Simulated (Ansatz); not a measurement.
The cluster MgF2⁻ was relaxed with r2SCAN-D4 (def2-TZVPD) in Ansatz in these states: charge -1 doublet, charge -1 quartet. The geometries follow in no particular order.

A:

```
atom   x (Å)   y (Å)   z (Å)
 Mg1  -0.329  -0.475   0.007
  F2   1.481  -0.676  -0.065
  F3  -1.152   1.151   0.057
```

B:

```tsv
atom	x (Å)	y (Å)	z (Å)
Mg1	0.6543	0.9112	-0.1242
F2	-1.1178	0.1322	0.2087
F3	0.4635	-1.0433	-0.0845
```

Judge from the bond lengths which geometry belongs to which state (an estimate).

A is the charge -1 doublet (Mg1–F2 1.823 Å, Mg1–F3 1.823 Å); B is the charge -1 quartet (Mg1–F2 1.964 Å, Mg1–F3 1.964 Å).

At r2SCAN-D4/def2-TZVPD the highest occupied level of the charge -1 doublet lies above zero (up to 0.98 eV). By energy differences its removal costs 1.39 eV (vertical, to the charge 0 singlet, at r2SCAN-D4/def2-TZVPD); a positive level beside a positive removal energy at the same level points to self-interaction error. At r2SCAN-D4/def2-TZVPD the highest occupied level of the charge -1 quartet lies above zero (up to 1.81 eV). It is a level of α spin, whose loss leaves a triplet; that state wasn't run at this geometry and level. The electron is either unbound and held by the finite basis, or the level is raised by self-interaction error. At PBE0-D4/def2-TZVPD a doublet lies 5.76 eV below the charge -1 quartet. In the quartet, F2 and F3 lie 1.99 Å apart (atoms count from 1), so these atoms are partly bonded to each other. These are the stationary points nearest to one start from a short search; other shapes may lie lower in each state.
